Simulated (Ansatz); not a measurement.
**CH6BF (built from SMILES BF.C): a reaction path by the nudged elastic band**

What path joins these two structures, and how high does it climb? Both ends were relaxed at PBE0-D4 in triple zeta. A second band with other settings follows.

The runs use Ansatz 0.2.0, Gaussian basis; PBE0-D4/def2-SVP.

### Step 1. The system as given

The first end: 9 atoms, charge 0, spin multiplicity 1.

Atoms are counted from 1 here; the program's logs count them from 0.

Bond lengths: B1–F2 1.318 Å, B1–H3 1.197 Å, B1–H4 1.197 Å, H5–C6 1.090 Å, C6–H7 1.089 Å, C6–H8 1.091 Å, C6–H9 1.089 Å. Angles: F2–B1–H3 117.9°, F2–B1–H4 117.9°, H3–B1–H4 124.3°, H5–C6–H7 109.3°, H5–C6–H8 110.3°, H5–C6–H9 109.3°, H7–C6–H8 109.1°, H7–C6–H9 109.7°, H8–C6–H9 109.2°.

Geometry (Å):

```mol
CH6BF
  3D, bonds by distance, orders not assigned

  9  7  0  0  0  0  0  0  0  0999 V2000
   -1.0844    0.6825   -1.3181 B   0  0
   -0.1442    0.6650   -2.2415 F   0  0
   -1.2048    1.6762   -0.6611 H   0  0
   -1.7749   -0.2891   -1.2044 H   0  0
    1.2149   -0.3653    0.0754 H   0  0
    0.8412   -0.5464    1.0834 C   0  0
    1.4312    0.0309    1.7942 H   0  0
   -0.2045   -0.2457    1.1595 H   0  0
    0.9254   -1.6081    1.3126 H   0  0
  1  2  8  0
  1  3  8  0
  1  4  8  0
  5  6  8  0
  6  7  8  0
  6  8  8  0
  6  9  8  0
M  END
```

The second end:

```xyz
9
CH6BF
B    -0.8199    0.2954   -0.1887
F     0.7511    0.3108   -1.8863
H    -0.9957    1.4769   -0.2642
H    -1.5506   -0.4310   -0.7980
H     1.4554   -0.0547   -1.4137
C     0.1458   -0.2880    0.8913
H     0.9841    0.3590    1.1631
H    -0.4718   -0.3650    1.8002
H     0.5016   -1.3035    0.6962
```

### Step 2. The band at PBE0-D4/def2-SVP

The input, neb/in.yaml:

```yaml
crystal:
  periodic: [false, false, false]
  atoms:
    - {symbol: B, position_ang: [-1.084367, 0.682457, -1.318141]}
    - {symbol: F, position_ang: [-0.144163, 0.665026, -2.241533]}
    - {symbol: H, position_ang: [-1.204805, 1.676207, -0.661074]}
    - {symbol: H, position_ang: [-1.774941, -0.289102, -1.204384]}
    - {symbol: H, position_ang: [1.214875, -0.365288, 0.075350]}
    - {symbol: C, position_ang: [0.841245, -0.546427, 1.083366]}
    - {symbol: H, position_ang: [1.431247, 0.030923, 1.794248]}
    - {symbol: H, position_ang: [-0.204511, -0.245719, 1.159522]}
    - {symbol: H, position_ang: [0.925420, -1.608078, 1.312646]}
basis:
  gaussian: {orbitals: def2-SVP}
hamiltonian: {xc: pbe0, dispersion: d4}
neb:
  images: 5
  climbing: true
  max_iterations: 40
  initial_path: idpp
  final_atoms:
    - {symbol: B, position_ang: [-0.819911, 0.295395, -0.188692]}
    - {symbol: F, position_ang: [0.751076, 0.310816, -1.886296]}
    - {symbol: H, position_ang: [-0.995686, 1.476910, -0.264177]}
    - {symbol: H, position_ang: [-1.550600, -0.430968, -0.798009]}
    - {symbol: H, position_ang: [1.455404, -0.054692, -1.413703]}
    - {symbol: C, position_ang: [0.145785, -0.288008, 0.891310]}
    - {symbol: H, position_ang: [0.984133, 0.359025, 1.163101]}
    - {symbol: H, position_ang: [-0.471767, -0.365005, 1.800238]}
    - {symbol: H, position_ang: [0.501565, -1.303473, 0.696228]}
```

The run is started by

```bash
$ ansatz run in.yaml --threads 2 --pin off --events-out ev --progress --plain --max-ram 4352MiB
```

### Step 3. The band at PBE0-D4/def2-SVP, other settings

neb/in.yaml: that of step 2 with these lines changed.

```diff
@@ -16,5 +16,5 @@
 neb:
-  images: 5
-  climbing: true
-  max_iterations: 40
+  images: 3
+  climbing: immediate
+  max_iterations: 60
   initial_path: idpp
```

Q: Predict the outcome of this session. Wanted: barrier over the separately found saddle, CCSD(T)/def2-TZVPP.

As calculated:

| quantity | value |
| --- | --- |
| PBE0-D4/def2-SVP, 13 iterations | highest 44.2 kcal/mol (image 4), last end +33.6 kcal/mol |
| PBE0-D4/def2-SVP, 11 iterations | highest 44.2 kcal/mol (image 2), last end +33.6 kcal/mol |
| barrier over the separately found saddle, CCSD(T)/def2-TZVPP | 52.7 kcal/mol |

The highest image lies 44.2 kcal/mol above the first end, and it climbed, so it estimates the saddle. The ends are not quite minima at this level (largest force component 0.32 eV/Å), so the heights are unreliable: relaxing the first end would lower it and raise the barrier above it. The highest image is 8.5 kcal/mol below the CCSD(T) barrier in triple zeta, which comes from separate runs on the saddle. The second band gives 44.2 kcal/mol at the same level with other band settings.
